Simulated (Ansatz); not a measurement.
# AlCP (triplet): the correlation ladder, cc-pVTZ

The task here is to estimate one member of a computed series from the others.

Method: cc-pVTZ, core rule «outside noble gas», up to 11 orbitals frozen; program: Ansatz 0.2.0, Gaussian basis.

To be run: UHF; CCSD(T) on ROHF; CCSD(T) on UHF; BCCD(T) on ROHF; CCSDT(Q) on ROHF; CCSDT(Q) on UHF.

6 further runs of the same task are left out: 2 for a known fault of the program, 4 set aside as unsound or not needed.

**What is computed**

The geometry is a PBE0/def2-TZVP stationary point (not a proven minimum).

3 atoms, charge 0, spin multiplicity 3.

Atoms are counted from 1 here; the program's logs count them from 0.

Bond lengths: Al1–C2 1.848 Å, C2–P3 1.569 Å. Angles: Al1–C2–P3 180.0°.

Geometry (Å):

```xyz
3

Al    0.0000    0.0000    1.7548
C     0.0000    0.0000   -0.0929
P     0.0000    0.0000   -1.6618
```

The first run:

Input file in.yaml:

```yaml
crystal:
  periodic: [false, false, false]
  atoms:
    - {symbol: Al, position_ang: [0.000000, 0.000000, 1.754767]}
    - {symbol: C, position_ang: [0.000000, 0.000000, -0.092933]}
    - {symbol: P, position_ang: [0.000000, 0.000000, -1.661833]}
basis:
  gaussian: {orbitals: cc-pVTZ}
magnetization: {spin_polarized: true, initial_magnetization: 2}
hamiltonian: {xc: hf}
output: {orbitals: {seedname: orbitals}}
```

Launch:

```
$ ansatz run in.yaml --threads 1 --pin off --events-out ev --progress --plain --max-ram 2816MiB --backend cpu
```

Among the steps run: UHF; CCSD(T) on ROHF; CCSD(T) on UHF; BCCD(T) on ROHF; CCSDT(Q) on ROHF; CCSDT(Q) on UHF.

One table of the session follows, with a row left open; its other results are not shown here.

It belongs to the step «Misses and costs». 

| method | from RCCSDT(Q) (meV) |
| --- | --- |
| ROHF | +9979.8 |
| UHF | +9691.7 |
| RMP2 | +1140.0 |
| UMP2 | +1973.7 |
| RCCSD | +766.7 |
| UCCSD | ? |
| RCCSD(T) | +98.9 |
| UCCSD(T) | +141.1 |
| BCCD(T) | +89.6 |
| RCCSDT | +77.8 |
| UCCSDT | +73.1 |
| RCCSDT(Q) | 0 |
| UCCSDT(Q) | -6.7 |

Q: Estimate the row for UCCSD from the others.

The run gave: from RCCSDT(Q) (meV): +771.8. In the column «from RCCSDT(Q) (meV)» it lies between RCCSD (+766.7) and RMP2 (+1140.0).

With the free atoms at the same levels and basis (separate runs), the atomisation energy is 7.394 eV at RCCSDT(Q), 7.346 eV at RCCSD(T), 7.300 eV at UCCSD(T), 4.404 eV at ROHF.

Limits of these values: The determinant is far from a pure spin state, so its energy mixes those of several spin states (harmless only where they are near-degenerate, as at dissociation). Restricted and unrestricted rows rest on different reference determinants; where their highest levels disagree by more than a few hundredths of an eV, they describe different states and don't form one ladder.
